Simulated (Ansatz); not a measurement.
# C₂H₇NO: a ladder of functionals and wavefunction methods

An exercise on one series of results from a longer session: the logs are not shown, and one member is left open.

Program: Ansatz 0.2.0, Gaussian basis. Level of theory: functionals in def2-TZVPP, the program's frozen cores in correlated methods. These are calculated values, not measurements.

The runs, in order: LDA (SPW92), PBE-D4, revPBE-D4, BLYP-D4, r2SCAN-D4, B97M-V, PBE0-D4, B3LYP-D4, r2SCANh-D4, r2SCAN0-D4, HSE06-D4, BHLYP-D4, CAM-B3LYP-D4, LC-ωPBE, ωB97X-V, ωB97M-V, B2PLYP, PBE-QIDH; CCSD(T)/def2-SVP; CCSD(T)/def2-TZVPP; MP2/def2-QZVPP; extrapolation to the limit; RPA on PBE.

### The geometry

An earlier PBE0-D4 in a triple-zeta def2 set relaxation fixed the geometry.

SMILES `CNCO`, 11 atoms, charge 0, spin multiplicity 1.

Atoms are counted from 1 here; the program's logs count them from 0.

Bond lengths: C1–N2 1.447 Å, C1–H5 1.091 Å, C1–H6 1.102 Å, C1–H7 1.093 Å, N2–C3 1.439 Å, N2–H8 1.013 Å, C3–O4 1.399 Å, C3–H9 1.101 Å, C3–H10 1.101 Å, O4–H11 0.963 Å. Angles: N2–C1–H5 109.6°, N2–C1–H6 114.3°, N2–C1–H7 109.5°, H5–C1–H6 108.0°, H5–C1–H7 107.6°, H6–C1–H7 107.6°, C1–N2–C3 113.8°, C1–N2–H8 110.6°, C3–N2–H8 109.2°, N2–C3–O4 110.6°, N2–C3–H9 107.1°, N2–C3–H10 114.1°, O4–C3–H9 112.1°, O4–C3–H10 105.4°, H9–C3–H10 107.6°, C3–O4–H11 106.4°.

The first run:

Contents of in.yaml:

```yaml
crystal:
  periodic: [false, false, false]
  atoms:
    - {symbol: C, position_ang: [-1.036144, 0.947857, -0.281335]}
    - {symbol: N, position_ang: [-0.481389, -0.306704, 0.180221]}
    - {symbol: C, position_ang: [0.944146, -0.408540, 0.009954]}
    - {symbol: O, position_ang: [1.435306, -1.551715, 0.648761]}
    - {symbol: H, position_ang: [-2.118334, 0.942597, -0.141992]}
    - {symbol: H, position_ang: [-0.829441, 1.172924, -1.339774]}
    - {symbol: H, position_ang: [-0.630223, 1.768229, 0.316760]}
    - {symbol: H, position_ang: [-0.929710, -1.087228, -0.284840]}
    - {symbol: H, position_ang: [1.385763, 0.514242, 0.415852]}
    - {symbol: H, position_ang: [1.265457, -0.498794, -1.038908]}
    - {symbol: H, position_ang: [1.059868, -1.549969, 1.535700]}
basis:
  gaussian: {orbitals: def2-TZVPP}
hamiltonian: {xc: lda}
output: {orbitals: {seedname: orbitals}}
```

Started as:

```console
ansatz run in.yaml --threads 2 --pin off --events-out ev --progress --plain --max-ram 4352MiB
```

Among the steps run: LDA; PBE-D4 (GGA); revPBE-D4 (GGA); BLYP-D4 (GGA); r2SCAN-D4 (meta-GGA); B97M-V (meta-GGA); PBE0-D4 (hybrid); B3LYP-D4 (hybrid); r2SCANh-D4 (hybrid); r2SCAN0-D4 (hybrid); HSE06-D4 (hybrid); BHLYP-D4 (hybrid); CAM-B3LYP-D4 (range-separated); LC-ωPBE (range-separated); ωB97X-V (range-separated); ωB97M-V (range-separated); B2PLYP (double hybrid); PBE-QIDH (double hybrid).

One table of the session follows, with a row left open; its other results are not shown here.

It belongs to the step «Orbital energies across the functionals». 

| functional | HOMO (eV) | LUMO (eV) | gap (eV) |
| --- | --- | --- | --- |
| LDA (SPW92) | -5.45 | 0.23 | 5.68 |
| PBE-D4 | -5.35 | 0.39 | 5.74 |
| revPBE-D4 | -5.30 | 0.46 | 5.77 |
| BLYP-D4 | -5.28 | 0.35 | 5.63 |
| r2SCAN-D4 | -5.63 | 1.16 | 6.78 |
| B97M-V | -5.81 | 0.59 | 6.40 |
| PBE0-D4 | -6.78 | 1.21 | 8.00 |
| B3LYP-D4 | -6.58 | 0.85 | 7.43 |
| r2SCANh-D4 | -6.17 | 1.40 | 7.56 |
| r2SCAN0-D4 | ? | ? | ? |
| HSE06-D4 | -6.38 | 0.84 | 7.22 |
| BHLYP-D4 | -8.19 | 1.80 | 9.99 |
| CAM-B3LYP-D4 | -8.23 | 1.96 | 10.19 |
| LC-ωPBE | -9.57 | 3.28 | 12.85 |
| ωB97X-V | -9.24 | 3.09 | 12.33 |
| ωB97M-V | -9.17 | 2.64 | 11.80 |

Q: Estimate the row for r2SCAN0-D4 from the others.

Worked estimate for «HOMO (eV)». Against the share of exact exchange, r2SCAN-D4 (0, -5.63), r2SCANh-D4 (0.1, -6.17) give a slope of -5.40 per unit share; at 0.25 the line stands at -6.98.

**Answer.** HOMO (eV): -6.98; LUMO (eV): 1.73; gap (eV): 8.71. In «HOMO (eV)» the line misses by 0.00.
